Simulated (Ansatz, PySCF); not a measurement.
This PySCF input computes a CCSD(T)/cc-pVDZ energy:

```python
from pyscf import gto, scf, mp, cc as ccmod

mol = gto.M(
    atom='''
    C     0.00327342    0.02137882    0.11257968
    C     0.09532447    0.42175209    1.31948097
    C    -0.04988734   -0.27325839   -1.20303702
    H    -0.15282464   -0.23863109    2.15258061
    H     0.80620451   -0.68175225   -1.73348371
    H    -0.94564319   -0.09885182   -1.79323865
    ''',
    basis='cc-pvdz',
    charge=-1,
    spin=0,
    verbose=4,
)

mf = scf.RHF(mol)
mf.conv_tol = 1e-10
mf.max_cycle = 100
mf.kernel()
mp2 = mp.MP2(mf, frozen=3).run()
cc = ccmod.CCSD(mf, frozen=3)
cc.max_cycle = 100
cc.kernel()
et = cc.ccsd_t()
print(f'E(CCSD(T)) = {cc.e_tot + et:.9f}')
```

### Question
Write an input for the same energy in Ansatz (a program for electronic structure) and say what it gives.

### Answer

Ansatz 0.2 input:
```yaml
crystal:
  periodic: [false, false, false]
  atoms:
    - {symbol: C, position_ang: [0.00327342, 0.02137882, 0.11257968]}
    - {symbol: C, position_ang: [0.09532447, 0.42175209, 1.31948097]}
    - {symbol: C, position_ang: [-0.04988734, -0.27325839, -1.20303702]}
    - {symbol: H, position_ang: [-0.15282464, -0.23863109, 2.15258061]}
    - {symbol: H, position_ang: [0.80620451, -0.68175225, -1.73348371]}
    - {symbol: H, position_ang: [-0.94564319, -0.09885182, -1.79323865]}
basis:
  gaussian:
    orbitals: cc-pVDZ
total_charge: -1
magnetization: {spin_polarized: false}
correlation: {method: ccsd_t, electrons: outside_noble_gas}
```
It gives -115.67048 Eh, and PySCF -115.67048 Eh, a difference of 0.00 mEh.

It need not be the lowest isomer of its formula. Whether it binds its extra electron was not tested at this geometry.
